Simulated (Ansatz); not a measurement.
A nudged elastic band was laid between two geometries of CH4AlS (7 atoms, charge 1, multiplicity 1).

Theory: Ansatz 0.2.0, RKS PBE0-D4/6-31G*.

```json
{"movable images": "7", "climbing image": "yes", "spring": "5.0 eV/Å²", "optimiser": "quadratic models (default)", "start path": "IDPP", "force threshold": "0.05 eV/Å", "iteration limit": "60", "end points": "relaxed"}
```

Initial state:

```xyz
7
Properties=species:S:1:pos:R:3
C -1.391 0.131 -0.570
S -0.033 -0.516 -1.190
Al 1.524 -0.159 0.589
H -2.301 0.115 -1.172
H -1.446 0.583 0.421
H 0.715 0.564 1.725
H 2.932 -0.718 0.198
```

Final state:

```xyz
7
Properties=species:S:1:pos:R:3
C -0.460 -0.474 -1.358
S -1.255 0.279 -0.155
Al 0.466 0.528 1.483
H -1.005 -0.727 -2.268
H 0.596 -0.744 -1.306
H -0.098 1.245 2.754
H 1.756 -0.108 0.851
```

(1) Which bonds break or form, and what moves?

(2) Give the energies along the band, and the barrier.

(3) What is the geometry of the highest image?

(4) What are the harmonic wavenumbers there?

## Answers

(1) No bond is made or broken. The dihedral C1–S2–Al3–H7 goes from -180 to 0°. The two ends are copies of one structure, up to a mirror image or an exchange of like atoms.

(2) The run converged. The highest image is number 4 of 0 to 8, 12.2 kJ/mol above the ends, which have the same energy within 2 meV. A vibrational analysis at the climbing image gives one clearly imaginary mode, 124i cm⁻¹: a first-order saddle point. Limits of this set-up: the dipole of an ion depends on the origin.

```tsv
image	path coordinate (Å)	energy (kJ/mol)	dihedral C1–S2–Al3–H7 (°)
0	0.00	0.0	-180
1	0.56	2.1	156
2	1.13	6.7	134
3	1.69	10.7	112
4	2.25	12.2	90
5	2.82	10.7	67
6	3.38	6.7	45
7	3.94	2.1	23
8	4.51	0.0	0
```

(3) 
```xyz
7
Properties=species:S:1:pos:R:3
C -1.267 -0.650 -0.644
S -0.159 0.422 -1.146
Al 1.377 0.716 0.679
H -2.064 -0.923 -1.335
H -1.282 -1.123 0.337
H 0.860 1.889 1.580
H 2.534 -0.331 0.529
```

(4) 124i, 156, 342, 354, 533, 561, 680, 1017, 1061, 1078, 1519, 2022, 2081, 3172, 3283 cm⁻¹.

Run time: 91 s on 1 thread of Intel(R) Xeon(R) Platinum 8559C (Emerald Rapids) (shared host), peak memory 0.13 GiB.
